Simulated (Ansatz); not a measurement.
Correlation energies of C$_{7}$H$_{16}$ (`CC(C)CC(C)C`) by basis set

```tsv
atom	x (Å)	y (Å)	z (Å)
C1	-0.341	2.094	-0.052
C2	0.745	1.056	0.190
C3	2.090	1.561	-0.314
C4	0.417	-0.286	-0.460
C5	-0.886	-0.959	-0.034
C6	-0.938	-1.216	1.465
C7	-1.077	-2.257	-0.806
H8	-0.065	3.057	0.386
H9	-0.494	2.250	-1.125
H10	-1.299	1.797	0.381
H11	0.834	0.901	1.272
H12	2.369	2.500	0.171
H13	2.055	1.742	-1.393
H14	2.884	0.835	-0.125
H15	0.397	-0.144	-1.549
H16	1.243	-0.982	-0.263
H17	-1.718	-0.294	-0.294
H18	-0.894	-0.291	2.044
H19	-0.097	-1.844	1.778
H20	-1.859	-1.735	1.741
H21	-1.066	-2.083	-1.885
H22	-2.026	-2.736	-0.551
H23	-0.275	-2.965	-0.576
```

Charge 0, multiplicity 1. The structure was optimised at the PBE0-D4/def2-TZVP level. It is one conformer, not always the lowest. Frozen core, restricted reference, Ansatz. CBS rows extrapolate triple and quadruple zeta; past MP2 they add the triple-zeta difference.

```json
{"basis": "def2-SVP", "HF (Eh)": "-274.20702", "MP2 corr.": "-1.02495"}
{"basis": "def2-TZVPP", "HF (Eh)": "-274.50178", "MP2 corr.": "-1.24709"}
{"basis": "def2-QZVPP", "HF (Eh)": "-274.51485", "MP2 corr.": "-1.32338"}
```

Q: Estimate the CCSD correlation energy and the (T) correction in each basis where they were run (hartree).

A: 
```json
{"basis": "def2-SVP", "CCSD corr.": "-1.12199", "(T)": "-0.03374"}
{"basis": "def2-TZVPP", "CCSD corr.": "-1.32685", "(T)": "-0.05205"}
{"basis": "CBS(def2)", "CCSD corr.": "-1.45966", "(T)": "as TZ"}
```
